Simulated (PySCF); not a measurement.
**Bond curve of MgS**

Set-up: Mg def2-TZVP, S def2-TZVP; no relativity (PySCF 2.14). Energies in eV from Mg + S in their ground configurations at the same level. State: ¹Σ⁺ (singlet), closed shell.

All columns are PBE0. A positive dipole means Mg(−)S(+).

| R (Å) | E (eV) | μ (D) | Mulliken charge on Mg (basis-dependent) | HOMO (eV) | LUMO (eV) | Mayer bond order | ⟨S²⟩ |
| --- | --- | --- | --- | --- | --- | --- | --- |
| 1.842 | -1.104 | -7.10 | 0.70 | -6.23 | -3.29 | 2.07 | 0.00 |
| 1.928 | -1.661 | -7.33 | 0.64 | -6.09 | -3.43 | 2.08 | 0.00 |
| 2.014 | -1.966 | -7.53 | 0.60 | -5.97 | -3.55 | 2.06 | 0.00 |
| 2.078 | -2.073 | -7.65 | 0.58 | -5.89 | -3.64 | 2.04 | 0.00 |
| 2.142 | -2.100 | -7.75 | 0.57 | -5.83 | -3.72 | 2.01 | 0.00 |
| 2.206 | -2.067 | -7.83 | 0.56 | -5.77 | -3.79 | 1.97 | 0.00 |
| 2.292 | -1.953 | -7.91 | 0.55 | -5.72 | -3.88 | 1.91 | 0.00 |
| 2.399 | -1.739 | -7.98 | 0.55 | -5.66 | -3.98 | 1.83 | 0.00 |
| 2.528 | -1.423 | -8.01 | 0.54 | -5.62 | -4.08 | 1.72 | 0.00 |
| 2.699 | -0.975 | -7.97 | 0.52 | -5.61 | -4.19 | 1.57 | 0.00 |

A fit through these points gives, at Re = 2.136 Å, μ = -7.74 D and dμ/dR = -1.45 D/Å; the reduced mass is 13.7 u.

How strong is the fundamental in the double-harmonic approximation, I = 42.26·(dμ/dR)²/μred km/mol?

I = 42.26·(-1.45)²/13.7 = 6.49 km/mol at PBE0.
